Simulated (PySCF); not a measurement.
## Stretching CS⁺

Set-up: C aug-pcseg-1, S aug-pcseg-1; no relativity (PySCF 2.14). Energies in eV from C + S⁺ in their ground configurations at the same level. State: ²Σ⁺ (doublet), unpaired electrons σ ↑.

All columns are PBE0. A positive dipole points towards S; it is taken about the centre of mass and depends on that origin.

```tsv
R (Å)	E (eV)	μ (D)	Mulliken charge on C (basis-dependent)	HOMO (eV)	LUMO (eV)	Mayer bond order	⟨S²⟩
1.286	-3.949	-0.30	-0.10	-19.58	-12.93	2.65	0.77
1.345	-5.159	-0.41	-0.08	-19.28	-13.12	2.67	0.78
1.405	-5.830	-0.52	-0.06	-18.92	-13.30	2.68	0.79
1.450	-6.068	-0.61	-0.05	-18.68	-13.43	2.68	0.80
1.495	-6.132	-0.69	-0.05	-18.45	-13.55	2.67	0.81
1.540	-6.063	-0.77	-0.04	-18.24	-13.65	2.65	0.83
1.600	-5.819	-0.87	-0.04	-17.99	-13.77	2.60	0.87
1.674	-5.359	-0.99	-0.03	-17.75	-13.86	2.47	0.96
1.764	-4.696	-1.09	-0.02	-17.49	-13.90	2.26	1.13
1.884	-3.778	-1.13	-0.01	-17.03	-13.94	1.97	1.37
```

A fit through these points gives, at Re = 1.492 Å, μ = -0.68 D and dμ/dR = -1.83 D/Å; the reduced mass is 8.725 u.

Task: How strong is the fundamental in the double-harmonic approximation, I = 42.26·(dμ/dR)²/μred km/mol?

Result: I = 42.26·(-1.83)²/8.725 = 16.2 km/mol at PBE0.

⟨S²⟩ of the unrestricted solution departs from its pure value on part of the curve, where spin states mix. For an ion De counts to the pair picked by the measured ionisation energies or electron affinities, which need not be the lowest pair at this level. The state is the lowest determinant that a PBE0 search found; another state may lie lower at other levels.
